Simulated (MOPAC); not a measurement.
MOPAC input (AM1):

```
AM1 PRECISE GNORM=0.05 LET XYZ GEO-OK AUX(PRECISION=9) THREADS=1
C3H8O

O     0.01896663 1   -0.71043085 1    0.00501195 1
C    -0.00767407 1    0.70487061 1   -0.00510197 1
C     1.32701526 1   -1.23358840 1   -0.00630597 1
C    -1.44885685 1    1.16522519 1    0.00822254 1
H     0.53191605 1    1.09348631 1    0.87107085 1
H     0.51138476 1    1.08044940 1   -0.89918082 1
H     1.24509694 1   -2.31950930 1    0.00264131 1
H     1.87638747 1   -0.92393236 1   -0.90539463 1
H     1.89703806 1   -0.91081970 1    0.87514254 1
H    -1.97905540 1    0.78806055 1   -0.86721785 1
H    -1.95854557 1    0.80108383 1    0.90118280 1
H    -1.49886130 1    2.25558362 1    0.00077261 1
```

From the last part of the output:

```
                                                       MOPAC v23.2.5 Linux

          FINAL HEAT OF FORMATION =        -58.84083 KCAL/MOL =    -246.19003 KJ/MOL

          COSMO AREA              =        108.57 SQUARE ANGSTROMS
          COSMO VOLUME            =         91.07 CUBIC ANGSTROMS

          GRADIENT NORM           =          0.03588          =       0.01036 PER ATOM
          IONIZATION POTENTIAL    =         10.492470 EV
          HOMO LUMO ENERGIES (EV) =        -10.492  3.102
          NO. OF FILLED LEVELS    =         13
          MOLECULAR WEIGHT        =         60.0956         POINT GROUP:  Cs

          MOLECULAR DIMENSIONS (Angstroms)

            Atom       Atom       Distance
            H    12    H     7     5.33452
            H    11    H     8     3.08248
            H    10    H     9     2.93725

          SCF CALCULATIONS        =         32

   ATOM   CHEMICAL          X               Y               Z
  NUMBER   SYMBOL      (ANGSTROMS)     (ANGSTROMS)     (ANGSTROMS)

     1       O          0.01597150  *  -0.70289285  *   0.00498730  *
     2       C          0.00283134  *   0.72450730  *  -0.00536885  *
     3       C          1.32839525  *  -1.23444917  *  -0.00631534  *
     4       C         -1.44606672  *   1.15165657  *   0.00829605  *
     5       H          0.54686196  *   1.10912155  *   0.89869173  *
     6       H          0.52570224  *   1.09569599  *  -0.92736113  *
     7       H          1.18228159  *  -2.34330646  *   0.00355388  *
     8       H          1.87472067  *  -0.91951902  *  -0.92986641  *
     9       H          1.89593451  *  -0.90603033  *   0.89956618  *
    10       H         -1.97813194  *   0.75067929  *  -0.88715663  *
    11       H         -1.95716099  *   0.76401414  *   0.92164857  *
    12       H         -1.50357489  *   2.26573814  *   0.00073867  *

                             CARTESIAN COORDINATES

   1    O        0.015971499    -0.702892847     0.004987303
   2    C        0.002831340     0.724507298    -0.005368847
   3    C        1.328395252    -1.234449170    -0.006315340
   4    C       -1.446066718     1.151656566     0.008296052
   5    H        0.546861955     1.109121549     0.898691729
   6    H        0.525702243     1.095695991    -0.927361126
   7    H        1.182281593    -2.343306455     0.003553884
   8    H        1.874720675    -0.919519019    -0.929866410
   9    H        1.895934508    -0.906030332     0.899566184
  10    H       -1.978131942     0.750679289    -0.887156635
  11    H       -1.957160991     0.764014135     0.921648574
  12    H       -1.503574892     2.265738144     0.000738668

           Empirical Formula: C3 H8 O  =    12 atoms

      MOLECULAR POINT GROUP   :   Cs

                  EIGENVALUES
 -38.80150 -32.08997 -26.86837 -23.38876 -17.31633 -16.83125 -15.73680 -14.18162
 -13.32641 -12.65014 -12.14885 -12.05682 -10.49247   3.10178   3.94264   4.12570
   4.27711   4.34158   4.40779   4.53634   4.75070   4.90792   5.06435   6.28910

              NET ATOMIC CHARGES AND DIPOLE CONTRIBUTIONS

  ATOM NO.   TYPE          CHARGE      No. of ELECS.   s-Pop       p-Pop
    1          O          -0.279611        6.2796     1.87989     4.39972
    2          C          -0.022843        4.0228     1.23213     2.79071
    3          C          -0.073025        4.0730     1.23961     2.83341
    4          C          -0.214627        4.2146     1.22464     2.98998
    5          H           0.062997        0.9370     0.93700
    6          H           0.063000        0.9370     0.93700
    7          H           0.097649        0.9024     0.90235
    8          H           0.057101        0.9429     0.94290
    9          H           0.057102        0.9429     0.94290
   10          H           0.087050        0.9130     0.91295
   11          H           0.087052        0.9129     0.91295
   12          H           0.078155        0.9218     0.92184
 DIPOLE           X         Y         Z       TOTAL
 POINT-CHG.     0.706     0.662    -0.013     0.968
 HYBRID         0.336     0.185    -0.005     0.383
 SUM            1.042     0.846    -0.018     1.343

          ATOMIC ORBITAL ELECTRON POPULATIONS

     Atom    s        px        py        pz
    1  O   1.87989   1.25750   1.19402   1.94819
    2  C   1.23213   0.97405   0.82191   0.99475
    3  C   1.23961   0.85276   0.98923   0.99142
    4  C   1.22464   0.95115   1.00317   1.03566
    5  H   0.93700
    6  H   0.93700
    7  H   0.90235
    8  H   0.94290
    9  H   0.94290
   10  H   0.91295
   11  H   0.91295
   12  H   0.92184

 **********************
 *                    *
 * JOB ENDED NORMALLY *
 *                    *
 **********************

 == MOPAC DONE ==
```
